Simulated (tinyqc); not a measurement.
Worked calculation: extended Hueckel theory, for CH2. One step of it, computed by the program tinyqc.

Question. Orbitals. Solve H C = S C e through S^(-1/2); fill by pairs from the bottom, a degenerate level sharing its electrons equally; each orbital has its largest coefficient positive (the first on a tie).

H (eV), lower triangle:
```
             1C 2s      1C 2px      1C 2py      1C 2pz       2H 1s       3H 1s
1C 2s   -21.400000
1C 2px    0.000000  -11.400000
1C 2py    0.000000    0.000000  -11.400000
1C 2pz    0.000000    0.000000    0.000000  -11.400000
2H 1s   -12.431642    0.000000   -7.346980   -5.186103  -13.600000
3H 1s   -12.431642    0.000000    7.346980   -5.186103   -2.756618  -13.600000
```

overlap S, lower triangle:
```
           1C 2s    1C 2px     1C 2py    1C 2pz     2H 1s     3H 1s
1C 2s   1.000000
1C 2px  0.000000  1.000000
1C 2py  0.000000  0.000000   1.000000
1C 2pz  0.000000  0.000000   0.000000  1.000000
2H 1s   0.473586  0.000000   0.391839  0.276592  1.000000
3H 1s   0.473586  0.000000  -0.391839  0.276592  0.135128  1.000000
```

valence electrons = 6

Give: orbital energies; occupations; coefficients; sum of one-electron energies.

Answer.

orbital energies (eV): -22.2317  -14.5407  -12.2886  -11.4000  -1.9306  4.6953

occupations: 2.0000  2.0000  2.0000  0.0000  0.0000  0.0000

coefficients:
```
            MO1      MO2      MO3     MO4      MO5      MO6
1C 2s    0.8126   0.0000  -0.3076  0.0000   0.0000   1.0420
1C 2px   0.0000   0.0000   0.0000  1.0000   0.0000   0.0000
1C 2py   0.0000   0.4963   0.0000  0.0000   1.1420   0.0000
1C 2pz  -0.0316   0.0000   0.8526  0.0000   0.0000   0.7475
2H 1s    0.1776   0.4725   0.2120  0.0000  -0.8204  -0.9277
3H 1s    0.1776  -0.4725   0.2120  0.0000   0.8204  -0.9277
```

sum of one-electron energies = -98.1220 eV
